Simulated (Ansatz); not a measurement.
A made-up structure of CH3MgO (charge +1), singlet:

```json
{"atom": "O1", "x (Å)": "-1.2495", "y (Å)": "-0.7848", "z (Å)": "-0.6943"}
{"atom": "C2", "x (Å)": "-0.2136", "y (Å)": "0.1805", "z (Å)": "-0.6026"}
{"atom": "Mg3", "x (Å)": "1.1950", "y (Å)": "0.2171", "z (Å)": "1.4846"}
{"atom": "H4", "x (Å)": "-1.8447", "y (Å)": "-0.7746", "z (Å)": "-1.6156"}
{"atom": "H5", "x (Å)": "-0.1317", "y (Å)": "0.9079", "z (Å)": "-1.5968"}
{"atom": "H6", "x (Å)": "2.2445", "y (Å)": "0.2539", "z (Å)": "3.0248"}
```

It is relaxed with PBE-D4/def2-SVP and then PBE0-D4/def2-TZVP (Ansatz 0.2.0). Atoms count as bonded within 1.22 times the sum of their covalent radii (H–H: 0.88 Å). The end point is not checked to be a true minimum.

Q: Does its bonding change? (Judge from chemistry; the calculation decides.)

A: The calculation gives: No: no bond forms or breaks.

Where it ends: The first stage lowers the energy by 1.05 eV in 6 steps. It ends as CH₃MgO ([OH][CH][MgH]), total charge +1:
O1  (-1.116, -0.701, -0.620)
C2  (-0.191, 0.161, -0.538)
Mg3  (1.067, 0.194, 1.326)
H4  (-1.647, -0.691, -1.443)
H5  (-0.118, 0.811, -1.425)
H6  (2.004, 0.227, 2.701)
(Å)

Labels in which every atom is bracketed show which atoms are joined, not bond orders.

For scale, one of the runs: PBE0-D4/def2-TZVP relaxation, 112 basis functions, launched by `ansatz run in.yaml --threads 2 --pin off --events-out ev --progress --plain --max-ram 4352MiB`. Hardware: 2 CPU threads of an Intel Xeon Platinum 8259CL, shared host. Wall time about 16 s.
